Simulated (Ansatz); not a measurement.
Reaction: C2H6O (ethanol, SMILES CCO) → C2H5O (SMILES [CH2]CO, doublet) + H (doublet) (the C-H bond breaks)
Each species at its own B3LYP-D3(BJ)/def2-TZVP minimum (Ansatz, a first-principles code), one conformer.

Quantity: bond dissociation energy (electronic), in kcal/mol. UHF or UKS for unpaired electrons; spin-orbit terms are left out. CBS(X,Y): correlation extrapolated as X^-3, Hartree-Fock from the larger set. A bracket is a step between two methods taken in the basis named. The functionals are non-relativistic, so their misses hold any scalar relativity. Double hybrids freeze cores in their MP2 part. 'core' is core correlation in cc-pwCVTZ, 'X2C' scalar relativity in cc-pVTZ-DK, both at CCSD(T). Where a partner has so few electrons that a lower coupled-cluster level is exact, that level stands in.

CCSD(T)/CBS(cc-pVTZ,cc-pVQZ) + [CCSDT(Q) - CCSD(T)]/cc-pVDZ + core + X2C (Ansatz) gives 110.7 kcal/mol.

**Question.** What does PBE/def2-TZVPD (Ansatz) give here, and how do the other levels compare?

**Answer.** PBE gives 106.0 kcal/mol, 4.7 kcal/mol below it. Differences of the others: r2SCAN/def2-TZVPD (Ansatz) -6.2; B3LYP/def2-TZVPD (Ansatz) -3.1; wB97M-V/def2-TZVPD (Ansatz) -0.9; B2PLYP/def2-TZVPD (Ansatz) -2.9; CCSD(T)/CBS(cc-pVTZ,cc-pVQZ) + core + X2C (Ansatz) 0.0 kcal/mol. Nearer than PBE: B3LYP/def2-TZVPD, wB97M-V/def2-TZVPD, B2PLYP/def2-TZVPD, CCSD(T)/CBS(cc-pVTZ,cc-pVQZ) + core + X2C.
